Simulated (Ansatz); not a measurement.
Two structures of CH$_{4}$Cl, doublet, reached by relaxing down either side of one saddle point (PBE0-D4/def2-TZVP). Energies are electronic, without zero-point energy. Ansatz 0.2.0; basis: def2-TZVPP and def2-QZVPP; cores frozen in the correlated methods; orbitals are unrestricted. Extrapolation: Hartree–Fock as exp(−7.88 √X), correlation as X^−2.97. First:

```
6
angstrom
H -0.4429 0.3668 0.5677
C 0.4502 0.4774 -0.0432
Cl 0.6149 -0.9583 -1.0702
H -2.3182 -1.7954 0.6387
H 0.3641 1.3536 -0.6815
H 1.3318 0.5559 0.5886
```

Second:

H1  (-1.580, -1.088, 0.520)
C2  (0.937, 0.699, -0.275)
Cl3  (1.047, -0.686, -1.229)
H4  (-2.189, -1.144, 0.949)
H5  (0.376, 1.535, -0.661)
H6  (1.408, 0.684, 0.695)
(Å)

Q: Which bonds change from the first to the second?

A: CH₃Cl ([CH3][Cl]) + H → CH₂Cl ([CH2][Cl]) + H₂; bonds formed: H1–H4; bonds broken: H1–C2.

Q: Give the saddle point's structure and its height above each. (To be estimated.)

A: Computed: 0.562 eV above the first and 0.675 eV above the second (CCSD(T) at an estimated basis limit (MP2 extrapolated from triple and quadruple zeta, plus CCSD(T) − MP2 in triple zeta)).
| atom | x (Å) | y (Å) | z (Å) |
| --- | --- | --- | --- |
| H1 | -0.7727 | -0.3711 | 0.3557 |
| C2 | 0.3307 | 0.2782 | -0.0772 |
| Cl3 | 1.1021 | -0.6976 | -1.2778 |
| H4 | -1.5360 | -0.8015 | 0.6669 |
| H5 | -0.0591 | 1.2056 | -0.4861 |
| H6 | 0.9349 | 0.3864 | 0.8186 |

T1 diagnostic: at most 0.015. ⟨S²⟩ of the unrestricted Hartree–Fock references: 0.75 to 0.79 (a pure state has 0.75).

Labels in which every atom is bracketed show which atoms are joined, not bond orders.

For scale, one of the runs: CCSD(T)/def2-TZVPP, 129 basis functions, launched by `ansatz run in.yaml --threads 2 --pin off --events-out ev --progress --plain --max-ram 4352MiB`. The run took 26 s on 2 CPU threads of an Intel Xeon Platinum 8488C (shared host), with 1.3 GiB of host memory at its peak.
